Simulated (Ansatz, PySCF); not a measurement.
Species: AlF3, net charge 0, singlet state. SMILES: [F][Al]([F])[F]
Geometry: optimised at B3LYP-D3(BJ)/def2-TZVP (Ansatz, a quantum-chemistry and plane-wave program).

Quantity: atomisation energy (electronic, to ground-state atoms), in eV. Correlated levels leave the core frozen unless marked. Open shells are spin-unrestricted. No spin-orbit coupling. Non-relativistic. The coupled-cluster limit lacks core correlation, which all-electron functionals hold. CBS marks a two-point X^-3 extrapolation of the correlation energy; Hartree-Fock from the larger set.

```json
[
 {"level": "PBE-D4/def2-TZVPD", "program": "Ansatz + dftd4", "atomisation energy (eV)": "[?]"},
 {"level": "PBE0-D3(BJ)/def2-TZVP", "program": "Ansatz + dftd3", "atomisation energy (eV)": "17.84"},
 {"level": "PBE0/def2-QZVPP", "program": "Ansatz", "atomisation energy (eV)": "[?]"},
 {"level": "M06-2X/def2-TZVPD", "program": "PySCF", "atomisation energy (eV)": "18.38"},
 {"level": "MN15-D3(BJ)/def2-TZVPD", "program": "PySCF + dftd3", "atomisation energy (eV)": "18.75"},
 {"level": "CCSD(T) with core electrons (1s frozen past Ne)/cc-pwCVTZ", "program": "Ansatz", "atomisation energy (eV)": "18.03"},
 {"level": "CCSD(T)/CBS(cc-pV(T+d)Z,cc-pV(Q+d)Z)", "program": "Ansatz", "atomisation energy (eV)": "[?]"}
]
```

What belongs in the gaps?


- PBE-D4/def2-TZVPD, atomisation energy (eV): 18.46
- PBE0/def2-QZVPP, atomisation energy (eV): 17.93
- CCSD(T)/CBS(cc-pV(T+d)Z,cc-pV(Q+d)Z), atomisation energy (eV): 18.69
